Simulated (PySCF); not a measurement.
Species: BH₆N.
SMILES: `[BH3-][NH3+]`

Method: EOM-EE-CCSD/aug-cc-pVDZ in PySCF, restricted Hartree–Fock reference, 2 core orbitals frozen, non-relativistic, gas phase, PBE0-D3(BJ)/def2-SVP geometry.

**Question.** Give the EOM-CCSD singlets and triplets.

**Answer.** 
```tsv
state	E (eV)	λ (nm)	main singles (HF orbitals, share of the singles part)
singlet 1 (×2)	6.82	182	HOMO→LUMO 76 %, HOMO→LUMO+9 13 %
triplet 1 (×2)	6.70	185	HOMO→LUMO 72 %, HOMO→LUMO+9 14 %
```

×n marks degenerate levels (orbitals of the first member shown); a last level whose partners the search may have cut is left out.

**Question.** What is the vertical gap between the lowest excited singlet and the lowest triplet?

**Answer.** 6.82 − 6.70 = 0.12 eV (12 kJ/mol). Both are led by HOMO→LUMO.

The first EOM-IP-CCSD ionisation energy is 10.60 eV, 3.78 eV above the singlet.

T1 diagnostic 0.008. EOM-CCSD puts states of mainly double-excitation character too high. An iterative search for so few roots can pass over a low state.

On Arm Neoverse V1, one thread, no GPU, shared host with 32 logical CPUs at a one-minute load of 12, this took 3.2 min wall and 1.0 GiB of memory at its peak.
